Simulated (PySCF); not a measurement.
C3H6FNO.
SMILES with atom numbers: `[CH3:1][C@@H:2]([F:3])[C:4]([NH2:5])=[O:6]` (hydrogens: H7, H8, H9 on C1; H10 on C2; H11, H12 on N5)

Computed, not measured: PySCF 2.14.0, density-fitted response routines, TDDFT PBE0/def2-SVPD, vertical, gas phase, core orbitals frozen in the response. The structure is a single GFN2-xTB conformer in the gas phase; no vibrational or solvent corrections. Torsions of this conformer, `[CH3:1][C@@H:2]([F:3])[C:4]([NH2:5])=[O:6]`: C1–C2–C4–N5 -113°, H–N5–C4–C2 -179°, H–N5–C4–C2 -3°.

**Question.** Predict the UV-vis stick spectrum at this level.

**Answer.** 

| state | E (eV) | λ (nm) | f | \|μ\| (D) | main configurations (H = HOMO, L = LUMO) |
| --- | --- | --- | --- | --- | --- |
| S1 | 5.76 | 215.1 | 0.0008 | 0.19 | H→L (91%) |
| S2 | 7.10 | 174.6 | 0.0093 | 0.59 | H→L+1 (83%), H-1→L (10%) |
| S3 | 7.49 | 165.6 | 0.014 | 0.71 | H-1→L+1 (80%), H-1→L (14%) |
| S4 | 7.68 | 161.5 | 0.143 | 2.21 | H-1→L (53%), H→L+2 (19%), H-1→L+1 (13%) |
| S5 | 8.09 | 153.2 | 0.074 | 1.55 | H→L+2 (63%), H-1→L (15%), H→L+3 (14%) |
| S6 | 8.18 | 151.6 | 0.017 | 0.74 | H→L+3 (82%), H→L+2 (12%) |

Triplets (Tamm–Dancoff): T1 5.27 eV, H→L (89%); T2 5.59 eV, H-1→L (87%).

The lowest singlet lies at 5.76 eV (215 nm, ultraviolet) and is very weak; its leading configuration is HOMO→LUMO (91%). The strongest level in the table is S4 at 7.68 eV (161 nm, f = 0.143). S1 has the pattern of n→π* at C=O. Of the 6 states listed, 4 reach f = 0.01 and none stays under 0.0005. The oscillator strengths of these states sum to 0.258; summed over the whole spectrum of an exact calculation they would give the number of electrons, 48 (Thomas–Reiche–Kuhn). Orbital energies (eV): HOMO-3 -10.72, HOMO-2 -9.99, HOMO-1 -8.18, HOMO -7.65, LUMO 0.28, LUMO+1 0.66, LUMO+2 1.40. The window holds the lowest 6 singlets.
